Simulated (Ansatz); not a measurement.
Ansatz (an electronic-structure program) input (HF/3-21G): The .json file is the Basis Set Exchange's 3-21G.

Ansatz 0.2 input:
```yaml
crystal:
  periodic: [false, false, false]
  atoms:
    - {symbol: C, position_ang: [-0.00155029, 1.50196649, -0.45166829]}
    - {symbol: S, position_ang: [-0.01239716, 0.12323346, 0.57976964]}
    - {symbol: C, position_ang: [0.01896339, -1.47872388, -0.43190787]}
    - {symbol: H, position_ang: [0.91934809, 1.64260953, -1.02669247]}
    - {symbol: H, position_ang: [-0.90073509, 1.62984334, -1.06289763]}
    - {symbol: H, position_ang: [0.01148869, -2.34173312, 0.24815888]}
    - {symbol: H, position_ang: [-0.85846291, -1.52720035, -1.08442388]}
    - {symbol: H, position_ang: [0.92223725, -1.51471040, -1.04900214]}
basis:
  gaussian:
    orbitals: 3-21G.json
hamiltonian:
  xc: {name: HF}
total_charge: -1
relax: {f_tol: 0.003, max_steps: 120}
```

What final total energy does it give?

-473.66951 Eh.
